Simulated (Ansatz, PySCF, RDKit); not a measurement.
Complex: CH5N (SMILES CN) (first 7 atoms) with CH5N (SMILES CN); geometry from S66by8 set.
(charge 0, multiplicity 1):
```xyz
14

N     -2.729     0.417    -0.750
H     -1.900    -0.168    -0.801
H     -3.391     0.027    -1.409
C     -3.289     0.337     0.597
H     -4.183     0.955     0.658
H     -3.553    -0.670     0.934
H     -2.571     0.745     1.306
N      2.900    -0.910    -0.360
H      3.196    -0.636    -1.288
H      3.524    -1.658    -0.085
C      3.060     0.225     0.554
H      2.790    -0.090     1.559
H      4.068     0.647     0.591
H      2.368     1.011     0.261
```

Interaction energies are E(AB) − E(A) − E(B) at the monomers' geometry in the complex; basis-set methods are counterpoise corrected. Rows marked so take none. RDKit's UFF carries no charges.

Rows in 6-31G*, STO-3G carry no dispersion term and start afresh at each structure (6-31G* with six Cartesian d functions).

Programs: Ansatz (a program for electronic structure); PySCF for 6-31G* rows, STO-3G rows, the dispersion terms; RDKit for the force fields. Each number belongs to the level named beside it.

```
level                           interaction energy (meV)
------------------------------  ------------------------
MMFF94                                             -14.3
UFF                                                 -5.5
HF/STO-3G (no counterpoise)                         -9.5
PBE-D4/def2-TZVPPD                                 -17.2
BP86/6-31G* (no counterpoise)                      -12.8
B3LYP/6-31G* (no counterpoise)                     -12.9
B3LYP-D3(BJ)/def2-TZVPPD                             [?]
wB97X-V/def2-TZVPPD                                -16.6
wB97M-V/def2-TZVPPD                                -17.0
```

Q: Fill in the missing entries.

A: 
- B3LYP-D3(BJ)/def2-TZVPPD, interaction energy (meV): -16.0
